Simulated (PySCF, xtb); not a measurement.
A geometry optimisation of C2H5Si+ with r2SCAN-D4/def2-SVP

The starting geometry of this gas-phase triplet was built from a drawn formula by distance geometry and a force field; its bonds are those of `[CH2+]C[SiH]`.

```yaml
atoms:
  - { symbol: C, position_ang: [-0.6283, 1.7455, -0.3637] }
  - { symbol: C, position_ang: [0.5473, 1.0337, 0.2291] }
  - { symbol: Si, position_ang: [2.1416, 1.4172, -0.5878] }
  - { symbol: H, position_ang: [-1.1406, 2.5235, 0.1799] }
  - { symbol: H, position_ang: [-1.0022, 1.4222, -1.2929] }
  - { symbol: H, position_ang: [0.5756, 1.3190, 1.3062] }
  - { symbol: H, position_ang: [0.3361, -0.0792, 0.1907] }
  - { symbol: H, position_ang: [2.1365, 0.9098, -2.0251] }
```

Q: Predict what becomes of its bonds when it is optimised with r2SCAN-D4/def2-SVP.

A: A new bond forms, giving a structure given below by its coordinates. Distances that change by over a tenth: C2–Si3 (1.83 → 2.05 Å). Contacts that close: C1–Si3 (2.80 → 2.04 Å).

The energy falls by 1.04 eV over 16 steps:

```
step  E − E(last) (eV)
   1             1.041
   3             0.292
   4             0.383
   6             0.048
   8             0.007
   9             0.003
  11             0.000
  13             0.000
  14             0.000
  16             0.000
```

Final geometry (Å):

```yaml
atoms:
  - { symbol: C, position_ang: [-0.3780, 1.6872, -0.4650] }
  - { symbol: C, position_ang: [0.3336, 0.8105, 0.4031] }
  - { symbol: Si, position_ang: [1.6086, 1.7058, -0.9236] }
  - { symbol: H, position_ang: [-0.6794, 2.6845, -0.1155] }
  - { symbol: H, position_ang: [-0.8830, 1.3008, -1.3626] }
  - { symbol: H, position_ang: [0.5911, 1.1307, 1.4221] }
  - { symbol: H, position_ang: [0.3960, -0.2664, 0.1881] }
  - { symbol: H, position_ang: [1.9618, 0.8406, -2.0857] }
```

From the same start GFN2-xTB reaches the same bonding as this run.

The end wasn't checked by frequencies. Open shells are spin-unrestricted. The triplet needn't be the ground state. Run with PySCF 2.14.0, 2.9 min on 2 threads of Arm Neoverse V1 (shared host).
